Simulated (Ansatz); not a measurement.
A made-up structure of CHSSi, doublet:

| atom | x (Å) | y (Å) | z (Å) |
| --- | --- | --- | --- |
| C1 | -1.9707 | 0.6646 | 0.6781 |
| Si2 | -0.3920 | -0.2234 | 0.8723 |
| S3 | 0.6359 | 0.1353 | -0.9438 |
| H4 | 0.3744 | -1.2687 | 1.4523 |

It is relaxed with PBE-D4/def2-SVP and then PBE0-D4/def2-TZVP (Ansatz 0.2.0). Atoms count as bonded within 1.22 times the sum of their covalent radii (H–H: 0.88 Å). The end point is not checked to be a true minimum.

Task: Does its bonding change? (Judge from chemistry; the calculation decides.)

Result: Computed: Yes. Formed: C1–S3; broken: Si2–S3.

Where it ends: The first stage lowers the energy by 1.68 eV in 18 steps. It ends as CHSSi ([SiH][C][S]):
```csv
atom,x (Å),y (Å),z (Å)
C1,-0.5141,0.1064,0.0170
Si2,-0.9982,-0.7735,1.4885
S3,-0.3116,0.8826,-1.3017
H4,0.4715,-0.9076,1.8551
```

Labels in which every atom is bracketed show which atoms are joined, not bond orders.

For scale, one of the runs: PBE0-D4/def2-TZVP relaxation, 111 basis functions, launched by `ansatz run in.yaml --threads 2 --pin off --events-out ev --progress --plain --max-ram 4352MiB`. Hardware: 2 CPU threads of an Intel Xeon Platinum 8223CL, shared host. Wall time about 61 s.
